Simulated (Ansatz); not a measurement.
# One shape, several levels: [PH4]+ (phosphonium)

Aim: a comparison of 6 runs (HF/3-21G, UB3LYP/3-21G, UPBE/6-31G, r2SCAN/3-21G, CCSDT(Q)/3-21G, CCSDT(Q)/6-31G) of [PH4]+ (phosphonium). 

Program for the calculation: Ansatz 0.2.0.

**1. The system as given**

[PH4]+ has 5 atoms, charge +1, and is taken as a singlet. As SMILES, `[PH4+]`. The H3–P1 distance was set to 2.063 Å, away from the relaxed value. At this shape a bond of the SMILES string is far longer than usual.

Bond lengths: P1–H2 1.375 Å, P1–H4 1.375 Å, P1–H5 1.375 Å. Angles: H2–P1–H4 109.5°, H2–P1–H5 109.5°, H4–P1–H5 109.5°.

**2. The energy at HF/3-21G (run 1)**

File molecule.yaml:

```yaml
crystal:
  periodic: [false, false, false]
  atoms:
    - {symbol: P, position_ang: [0.308622, 0.508011, -0.345421]}
    - {symbol: H, position_ang: [1.666102, 0.446681, -0.135021]}
    - {symbol: H, position_ang: [-0.617320, -1.016050, 0.691010]}
    - {symbol: H, position_ang: [0.046782, 0.374261, -1.688811]}
    - {symbol: H, position_ang: [-0.169608, 1.719151, 0.096359]}
basis:
  gaussian:
    orbitals: 3-21G.json
total_charge: 1
magnetization:
  spin_polarized: false
  initial_magnetization: 0
hamiltonian:
  xc: hf
accuracy: high
```

The basis set 3-21G is read from a file made from the Basis Set Exchange's data (not shown).

Command:

```console
$ ansatz run molecule.yaml --threads 1 --pin off --max-ram 2610MiB --events-out events.jsonl --progress --plain --runs-dir runs
```

The log of the run:

```text
Warning: RAYON_NUM_THREADS=1 ignored (pool sized by the plan → 1); use --threads N
Functional definition: HF
  name "HF"
  exchange = exact_x
  correlation = 0
417 factors; integrals over basis functions are off by at most 4.4e-9 eV
mean field evaluation 1: about -9276.3139 eV, gradient 1.1e1 eV
mean field evaluation 2: about -9276.3077 eV, gradient 1.1e1 eV
mean field evaluation 4: about -9276.8976 eV, gradient 7.4e-1 eV
mean field evaluation 8: about -9276.9009 eV, gradient 8.2e-7 eV
mean field -9276.90093751 eV, -340.9198213442 hartree, gradient 9.6e-8 eV, S^2 0.000000; 0 other end points of the search recorded, 0 dependent functions left out
reference -9276.90093751 eV, -340.9198213442 hartree; 9, 9 occupied and 12, 12 virtual orbitals, 417 factors
Total energy: -9276.90093751 eV, -340.9198213442 hartree
```

Run time: 0.12 s. Hardware: 1 thread of AMD EPYC 7R43 (Zen 3), shared host.

**3. A single-point energy at UB3LYP/3-21G (run 2)**

File job.yaml:

```yaml
basis:
  gaussian:
    orbitals: 3-21G.json
crystal:
  periodic: [false, false, false]
  atoms:
    - symbol: P
      position_ang: [0.308622, 0.508011, -0.345421]
    - symbol: H
      position_ang: [1.666102, 0.446681, -0.135021]
    - symbol: H
      position_ang: [-0.617320, -1.016050, 0.691010]
    - symbol: H
      position_ang: [0.046782, 0.374261, -1.688811]
    - symbol: H
      position_ang: [-0.169608, 1.719151, 0.096359]
total_charge: 1
magnetization:
  spin_polarized: true
hamiltonian:
  xc: {name: B3LYP}
accuracy: high
```

The basis set 3-21G is read from a file made from the Basis Set Exchange's data (not shown).

Command:

```console
$ ansatz run job.yaml --threads 1 --pin off --max-ram 2610MiB --events-out events.jsonl --progress --plain --runs-dir runs
```

The log of the run:

```text
Warning: RAYON_NUM_THREADS=1 ignored (pool sized by the plan → 1); use --threads N
Functional definition: B3LYP
  name "B3LYP"
  parameter a0 = 0.2
  parameter ax = 0.72
  parameter ac = 0.81
  exchange = (1 - a0 - ax)*slater_x + ax*b88_x + a0*exact_x
  correlation = (1 - ac)*vwn_rpa_c + ac*lyp_c
417 factors; integrals over basis functions are off by at most 4.4e-9 eV
mean field evaluation 1: about -9293.9695 eV, gradient 1.5e1 eV
mean field evaluation 2: about -9292.5071 eV, gradient 2.0e1 eV
mean field evaluation 4: about -9296.0540 eV, gradient 3.8e-1 eV
mean field evaluation 8: about -9296.0294 eV, gradient 5.2e-4 eV
mean field evaluation 16: about -9296.0294 eV, gradient 8.3e-10 eV
mean field -9296.02944573 eV, -341.6227810553 hartree, gradient 8.3e-10 eV, S^2 0.000000; 1 other end points of the search recorded, 0 dependent functions left out
reference -9296.02947292 eV, -341.6227820547 hartree; 9, 9 occupied and 12, 12 virtual orbitals, 417 factors
Total energy: -9296.02947292 eV, -341.6227820547 hartree
```

Run time: 1.1 s. Hardware: 1 thread of AMD EPYC 7R43 (Zen 3), shared host; peak memory 0.13 GiB.

Runs 3 to 5 aren't shown in full; the table further down has their settings and results.

**4. A single-point energy at CCSDT(Q)/6-31G (run 6)**

File in.yaml:

```yaml
crystal:
  periodic: [false, false, false]
  atoms:
    - symbol: P
      position_ang: [0.308622, 0.508011, -0.345421]
    - symbol: H
      position_ang: [1.666102, 0.446681, -0.135021]
    - symbol: H
      position_ang: [-0.617320, -1.016050, 0.691010]
    - symbol: H
      position_ang: [0.046782, 0.374261, -1.688811]
    - symbol: H
      position_ang: [-0.169608, 1.719151, 0.096359]
basis:
  gaussian: {orbitals: 6-31G}
total_charge: 1
correlation: {method: ccsdt_q, frozen_orbitals: {H: 0, P: 5}}
accuracy: high
scf: {omitted_lower_state_checks: [cluster_reference, increment]}
```

Command:

```console
$ ansatz run in.yaml --threads 1 --pin off --max-ram 2610MiB --events-out events.jsonl --progress --plain --runs-dir runs
```

The log of the run, shortened:

```text
Warning: RAYON_NUM_THREADS=1 ignored (pool sized by the plan → 1); use --threads N
[... 2 set-up lines as earlier in the session ...]
[...]
472 factors; integrals over basis functions are off by at most 2.8e-9 eV
[...]
mean field -9323.02556240 eV, -342.6148700446 hartree, gradient 7.2e-8 eV, S^2 0.000000; 0 other end points of the search recorded, 0 dependent functions left out; unrestricted orbitals would lower it
5 core orbitals not correlated: weight in the atoms' cores, before any rotation towards them, 1.000 or more for the frozen orbitals, at most 0.000 for the correlated occupied ones
reference -9323.02556240 eV, -342.6148700446 hartree; 4, 4 occupied and 12, 12 virtual orbitals, 472 factors
second order -2.07786944 eV of doubles, -0.00000000 eV of singles
cycle   1  -2.59495290 eV  change   -5.2e-1 eV  update   7.4e-2
[...]
cycle  19  -2.98393546 eV  change   8.9e-10 eV  update  9.7e-10
perturbative correction -0.00199468 eV, -0.0000733032 hartree
Total energy: -9326.01149254 eV, -342.7246009532 hartree
Checks for a lower state left out: cluster_reference, increment
```

It took 0.46 s on 1 thread of AMD EPYC 7R43 (Zen 3), shared host.

**5. Overview of the runs**

```csv
run,level,frozen core orbitals,energy (Eh),wall time
1,HF/3-21G,–,-340.919821,0.12 s
2,UB3LYP/3-21G,–,-341.622782,1.1 s
3,UPBE/6-31G,–,-343.147771,1.2 s
4,r2SCAN/3-21G,–,-341.548872,1.4 s
5,CCSDT(Q)/3-21G,5,-341.032990,0.43 s
6,CCSDT(Q)/6-31G,5,-342.724601,0.46 s
```

**6. Outcome**

| quantity | value |
| --- | --- |
| run 6: total energy | -342.72460 Eh |
| run 6: correlation energy (5 core orbitals frozen) | -109.7 mEh |
| run 6: T1 diagnostic | 0.013 |

In words: Totals of different functionals can't be ranked against each other. In runs 5, 6 the log says that unrestricted orbitals would lower the reference, so the values rest on an unstable closed-shell determinant (other closed-shell runs at this shape may share the fault). All runs together took 4.6 s, the longest 1.4 s.
